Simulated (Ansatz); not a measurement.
# CAl: a test of scalar relativity

Program: the Python package of Ansatz (0.2.0).

Notebook, run cell by cell (the value of a cell's last expression is shown):

In [1]:
```python
from dataclasses import dataclass

import ansatz as az
import numpy as np
```

In [2]:
```python
@dataclass(frozen=True)
class Settings:
    xc: str = "pbe0"
```

In [3]:
```python
opts = Settings()
```

In [4]:
```python
geometry_ang = [
    ("Al", (0.0, 0.0, 0.0)),
    ("C", (0.0, 0.0, 1.905)),
]
geometry = az.Crystal.molecule()
for symbol, xyz in geometry_ang:
    geometry = geometry.atom(symbol, xyz)

calculation = (
    geometry.calculation()
    .functional(opts.xc)
    .spin("collinear", total=3)
    .forces()
)
sets = {"none": "cc-pVTZ", "scalar": "cc-pVTZ-DK"}
found = {kind: calculation.basis(gaussian=basis).pseudopotentials(relativity=kind).run(threads=1, backend="cpu").report for kind, basis in sets.items()}
for kind, each in found.items():
    dipole = 4.803205 * np.linalg.norm(each["charge_distribution"]["dipole_moment_e_ang"])
    print(f"{kind:7s} E = {each['free_energy_ev']:.4f} eV  dipole {dipole:.3f} D  largest force component {np.abs(each['forces_ev_ang']).max():.4f} eV/A")
print(f"relativity lowers the total energy by {found['none']['free_energy_ev'] - found['scalar']['free_energy_ev']:.3f} eV")
```
```text
none    E = -7624.2154 eV  dipole 1.487 D  largest force component 0.9768 eV/A
scalar  E = -7636.5971 eV  dipole 1.500 D  largest force component 0.9747 eV/A
relativity lowers the total energy by 12.382 eV
```

The total moves by -12.4 eV, nearly all in the cores, and the dipole from 1.49 to 1.50 D.

What to keep in mind:
- Total energies depend on the basis set; only differences at equal settings carry meaning.
- The geometry is a force-field or estimated start, not a minimum of this method. The basis set changes with the Hamiltonian (a set recontracted for scalar relativity), and most of the change in the total lies in the cores.
- The run takes the species as open-shell (spin multiplicity 4), which needn't be its ground state.
- The spin state was assumed, and another may lie lower.
- Run time: 2.9 s on 1 thread of Arm Neoverse V2 (shared host), peak memory 0.17 GiB.
